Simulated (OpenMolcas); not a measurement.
**PH2 (SMILES [PH2]), step by step**

Wanted: the energy (UHF/3-21G), then a single-point energy (CASSCF(3,3)/3-21G), then a single-point energy (CASPT2(3,3)/3-21G), then a single-point energy (SC-NEVPT2(3,3)/3-21G), then a single-point energy (MRCI(3,3)/3-21G) of PH2. 

The results are computed with OpenMolcas 26.06.

### 1 Starting point

The species is PH2 (3 atoms), meant as a doublet with charge 0. SMILES: `[PH2]`. The P1–H2 distance was set to 2.136 Å, away from the relaxed value. At this shape a bond of the SMILES string is far longer than usual.

Bond lengths: P1–H3 1.424 Å. A long bond or contact: P1–H2 2.136 Å.

### 2 A single-point energy at UHF/3-21G (run 1)

Input file step1.inp:

```
&GATEWAY
 BasLib
 $CurrDir
 Coord
 3
 angstrom
 P        0.731277      -0.989808       0.298940
 H        0.114640       1.051490       0.176750
 H       -0.434823      -1.422558      -0.394240
 Basis
 3-21G
 Group
 NoSym

&SEWARD

&SCF
 UHF
 Spin
 2
 Scramble
 0.25
 PrOrbitals
 1 1
```

The basis set 3-21G is read from a file made from the Basis Set Exchange's data (not shown).

On the command line:

```sh
$ export MOLCAS_MEM=1860
$ pymolcas step1.inp > step1.log
```

The program printed:

```text
--- Start Module: gateway ---
[...]
--- Stop Module: gateway /rc=_RC_ALL_IS_WELL_ ---
--- Start Module: seward ---
[...]
      Basis functions           17
--- Stop Module: seward /rc=_RC_ALL_IS_WELL_ ---
--- Start Module: scf ---
[...]
       Convergence after  25 Iterations
[...]
::    Total SCF energy                               -340.0660459537
[...]
      Total spin, S                                     0.7526145836
[...]
      Total electronic charge=   17.000000
      Total            charge=   -0.000000
[...]
      Dipole Moment (debye):
      Origin of the operator (angstrom)=    0.6768   -0.9407    0.2740
                   X= -7.3139E-01               Y= -2.0931E-01               Z= -4.2811E-01           Total=  8.7293E-01
      Quadrupole Moment (debye*angstrom):
[...]
--- Stop Module: scf /rc=_RC_ALL_IS_WELL_ ---
[...]
```

Wall time 2.2 s (1 thread of Arm Neoverse V1, shared host); peak memory 0.37 GiB.

### 3 The energy at CASSCF(3,3)/3-21G (run 2)

Input file step2.input:

```
* H2P CASSCF

&GATEWAY
 BASLIB = $CurrDir
 COORD
 3
 angstrom
 P        0.731277      -0.989808       0.298940
 H        0.114640       1.051490       0.176750
 H       -0.434823      -1.422558      -0.394240
 BASIS = 3-21G
 GROUP = NoSym

&SEWARD

&RASSCF
 FILEORB = $CurrDir/step1.UnaOrb
 SPIN = 2
 NACTEL = 3 0 0
 INACTIVE = 7
 RAS2 = 3
 ORBLISTING = Nothing
```

The basis set 3-21G is read from a file made from the Basis Set Exchange's data (not shown).

On the command line:

```sh
$ export MOLCAS_MEM=1860
$ pymolcas step2.input > step2.log
```

The program printed:

```text
--- Start Module: gateway ---
[...]
--- Stop Module: gateway /rc=_RC_ALL_IS_WELL_ ---
--- Start Module: seward ---
[...]
      Basis functions           17
--- Stop Module: seward /rc=_RC_ALL_IS_WELL_ ---
--- Start Module: rasscf ---
[...]
      Number of active orbitals                  3
[...]
      Spin quantum number                      0.5
[...]
      Active orbitals                            3
[...]
      Number of CSFs                             8
[...]
      Number of root(s) required                 1
[...]
      Convergence after 11 iterations
[...]
      printout of CI-coefficients larger than  0.05 for root  1
      energy=    -340.090098
      conf/sym  111     Coeff  Weight
             1  2u0  -0.94809 0.89887
             4  udu  -0.10988 0.01207
             6  uud  -0.06344 0.00402
             8  0u2  -0.29160 0.08503
      Natural orbitals and occupation numbers for root  1
      sym 1:   1.813843   1.000000   0.186157
      ************************************************************************************************************************
      *                                                    Final results                                                     *
[...]
::    RASSCF root number  1 Total energy:   -340.09009826
[...]
      Total electronic charge=   17.000000
      Total            charge=   -0.000000
[...]
      Dipole Moment (debye):
      Origin of the operator (angstrom)=    0.6768   -0.9407    0.2740
                   X= -6.8339E-01               Y= -2.6317E-01               Z= -4.0726E-01           Total=  8.3794E-01
      Quadrupole Moment (debye*angstrom):
[...]
--- Stop Module: rasscf /rc=_RC_ALL_IS_WELL_ ---
[...]
```

It took 1.9 s on 1 thread of Arm Neoverse V1, shared host; peak memory 0.37 GiB.

### 4 A single-point energy at CASPT2(3,3)/3-21G (run 3)

Input file step3.inp:

```
* H2P CASPT2

&GATEWAY
 BasLib
 $CurrDir
 Coord
 3
 angstrom
 P        0.731277      -0.989808       0.298940
 H        0.114640       1.051490       0.176750
 H       -0.434823      -1.422558      -0.394240
 Basis
 3-21G
 Group
 NoSym

&SEWARD

&RASSCF
 FileOrb
 $CurrDir/step2.RasOrb
 Spin
 2
 Nactel
 3 0 0
 Inactive
 7
 Ras2
 3
 OrbListing
 Nothing

&CASPT2
 Imaginary
 0.1
 Frozen
 5
```

The basis set 3-21G is read from a file made from the Basis Set Exchange's data (not shown).

On the command line:

```sh
$ export MOLCAS_MEM=1860
$ pymolcas step3.inp > step3.log
```

The program printed:

```text
--- Start Module: gateway ---
[...]
--- Stop Module: gateway /rc=_RC_ALL_IS_WELL_ ---
[...]
      Basis functions           17
[...]
--- Start Module: rasscf ---
[...]
      Number of active orbitals                  3
[...]
      Spin quantum number                      0.5
[...]
      Active orbitals                            3
[...]
      Number of CSFs                             8
[...]
      Number of root(s) required                 1
[...]
      Convergence after  4 iterations
[...]
      printout of CI-coefficients larger than  0.05 for root  1
      energy=    -340.090098
      conf/sym  111     Coeff  Weight
             1  2u0  -0.94809 0.89887
             4  udu  -0.10988 0.01207
             6  uud  -0.06344 0.00402
             8  0u2  -0.29160 0.08503
      Natural orbitals and occupation numbers for root  1
      sym 1:   1.813843   1.000000   0.186157
      ************************************************************************************************************************
      *                                                    Final results                                                     *
[...]
::    RASSCF root number  1 Total energy:   -340.09009826
[...]
      Total electronic charge=   17.000000
      Total            charge=   -0.000000
[...]
      Dipole Moment (debye):
      Origin of the operator (angstrom)=    0.6768   -0.9407    0.2740
                   X= -6.8338E-01               Y= -2.6317E-01               Z= -4.0726E-01           Total=  8.3793E-01
      Quadrupole Moment (debye*angstrom):
[...]
--- Stop Module: rasscf /rc=_RC_ALL_IS_WELL_ ---
--- Start Module: caspt2 ---
[...]
      E2 (Variational):          -0.0358072550
      Total energy:            -340.1259055107
[...]
      Reference weight:           0.98204
[...]
::    CASPT2 Root  1     Total energy:   -340.12590551
[...]
```

Wall time 1.8 s (1 thread of Arm Neoverse V1, shared host); peak memory 0.37 GiB.

### 5 The energy at SC-NEVPT2(3,3)/3-21G (run 4)

Input file step4.inp:

```
* H2P NEVPT2
>>> EXPORT MOLCAS_PRINT=2
&gateway
baslib=$CurrDir
coord
3
angstrom
P        0.731277      -0.989808       0.298940
H        0.114640       1.051490       0.176750
H       -0.434823      -1.422558      -0.394240
basis=3-21G
group=NoSym
&seward
&rasscf
fileorb=$CurrDir/step2.RasOrb
spin=2
nactel=3 0 0
inactive=7
ras2=3
orblisting=Nothing
&caspt2
sc-nevpt2
frozen=5
```

The basis set 3-21G is read from a file made from the Basis Set Exchange's data (not shown).

On the command line:

```sh
$ export MOLCAS_MEM=1860
$ pymolcas step4.inp > step4.log
```

The program printed:

```text
--- Start Module: gateway ---
[...]
--- Stop Module: gateway /rc=_RC_ALL_IS_WELL_ ---
[...]
      Basis functions           17
[...]
--- Start Module: rasscf ---
[...]
      Number of active orbitals                  3
[...]
      Spin quantum number                      0.5
[...]
      Active orbitals                            3
[...]
      Number of CSFs                             8
[...]
      Number of root(s) required                 1
[...]
      Convergence after  4 iterations
[...]
      printout of CI-coefficients larger than  0.05 for root  1
      energy=    -340.090098
      conf/sym  111     Coeff  Weight
             1  2u0  -0.94809 0.89887
             4  udu  -0.10988 0.01207
             6  uud  -0.06344 0.00402
             8  0u2  -0.29160 0.08503
      Natural orbitals and occupation numbers for root  1
      sym 1:   1.813843   1.000000   0.186157
      ************************************************************************************************************************
      *                                                    Final results                                                     *
[...]
::    RASSCF root number  1 Total energy:   -340.09009826
[...]
      Total electronic charge=   17.000000
      Total            charge=   -0.000000
[...]
      Dipole Moment (debye):
      Origin of the operator (angstrom)=    0.6768   -0.9407    0.2740
                   X= -6.8338E-01               Y= -2.6317E-01               Z= -4.0726E-01           Total=  8.3793E-01
      Quadrupole Moment (debye*angstrom):
[...]
--- Stop Module: rasscf /rc=_RC_ALL_IS_WELL_ ---
[...]
      E2 (Variational):          -0.0357341762
[...]
      E2 (Variational):          -0.0356824145
      Total energy:            -340.1257806701
[...]
      Reference weight:           0.98183
[...]
::    SC-NEVPT2 Root  1     Total energy:   -340.12578067
[...]
```

Wall time 1.8 s (1 thread of Arm Neoverse V1, shared host); peak memory 0.37 GiB.

### 6 A single-point energy at MRCI(3,3)/3-21G (run 5)

Input file step5.input:

```
&GATEWAY
BasLib=$CurrDir
Coord
3
angstrom
P        0.731277      -0.989808       0.298940
H        0.114640       1.051490       0.176750
H       -0.434823      -1.422558      -0.394240
Basis=3-21G
Group=NoSym
&SEWARD
&RASSCF
FileOrb=$CurrDir/step2.RasOrb
Spin=2
Nactel=3 0 0
Inactive=7
Ras2=3
OrbListing=Nothing
&MOTRA
LumOrb
Frozen=5
&GUGA
Electrons=7
Spin=2
Inactive=2
Active=3
CIAll=1
&MRCI
SDCI
```

The basis set 3-21G is read from a file made from the Basis Set Exchange's data (not shown).

On the command line:

```sh
$ export MOLCAS_MEM=1860
$ pymolcas step5.input > step5.log
```

The program printed:

```text
--- Start Module: gateway ---
[...]
      Basis functions           17
[...]
      Number of active orbitals                  3
[...]
      Spin quantum number                      0.5
[...]
      Active orbitals                            3
[...]
      Number of CSFs                             8
[...]
      Number of root(s) required                 1
[...]
      Convergence after  4 iterations
[...]
      printout of CI-coefficients larger than  0.05 for root  1
      energy=    -340.090098
      conf/sym  111     Coeff  Weight
             1  2u0  -0.94809 0.89887
             4  udu  -0.10988 0.01207
             6  uud  -0.06344 0.00402
             8  0u2  -0.29160 0.08503
      Natural orbitals and occupation numbers for root  1
      sym 1:   1.813843   1.000000   0.186157
      ************************************************************************************************************************
      *                                                    Final results                                                     *
[...]
::    RASSCF root number  1 Total energy:   -340.09009826
[...]
      Dipole Moment (debye):
      Origin of the operator (angstrom)=    0.6768   -0.9407    0.2740
                   X= -6.8338E-01               Y= -2.6317E-01               Z= -4.0726E-01           Total=  8.3793E-01
      Quadrupole Moment (debye*angstrom):
[...]
--- Start Module: guga ---
[...]
       (But an ACPF correction will be computed)
       USE THE DEFAULT ACPF G-VALUE GFAC=  0.28571428571428570
[...]
                      CI ENERGY:  -340.13708438
[...]
                ACPF CORRECTION:    -0.00113877
[...]
      Total electronic charge=   17.000000
      Total            charge=   -0.000000
[...]
     ACPF CORRECTION:     -0.00113877
[...]
  CI State   1     Total energy:   -340.13708438     QDav:     -0.00160988     QACPF:     -0.00113877
[...]
```

Run time: 1.9 s. Hardware: 1 thread of Arm Neoverse V1, shared host; peak memory 0.37 GiB.

### 7 What came out

```
                                                   quantity          value
                             run 1, UHF/3-21G: total energy  -340.06605 Eh
                            run 1, UHF/3-21G: dipole moment         0.87 D
       run 1, UHF/3-21G: HOMO energy (highest over α and β)      -10.58 eV
        run 1, UHF/3-21G: LUMO energy (lowest over α and β)        1.12 eV
                                     run 1, UHF/3-21G: ⟨S²⟩          1.319
                     run 2, CASSCF(3,3)/3-21G: total energy  -340.09010 Eh
   run 2, CASSCF(3,3)/3-21G: dipole moment (CASSCF density)         0.84 D
                     run 3, CASPT2(3,3)/3-21G: total energy  -340.12591 Eh
   run 3, CASPT2(3,3)/3-21G: dipole moment (CASSCF density)         0.84 D
                  run 4, SC-NEVPT2(3,3)/3-21G: total energy  -340.12578 Eh
run 4, SC-NEVPT2(3,3)/3-21G: dipole moment (CASSCF density)         0.84 D
                       run 5, MRCI(3,3)/3-21G: total energy  -340.13708 Eh
     run 5, MRCI(3,3)/3-21G: dipole moment (CASSCF density)         0.84 D
```

What this shows: ⟨S²⟩ (run 1, UHF/3-21G) is 1.32 where a pure doublet has 0.75: the reference is spin-contaminated. Mulliken charges (run 2, CASSCF(3,3)/3-21G) run from -0.09 on H3 to +0.10 on P1. Mulliken charges (run 3, CASPT2(3,3)/3-21G) of the CASSCF density run from -0.09 on H3 to +0.10 on P1; they depend strongly on the basis. Mulliken charges (run 5, MRCI(3,3)/3-21G) of the CASSCF density run from -0.09 on H3 to +0.10 on P1.
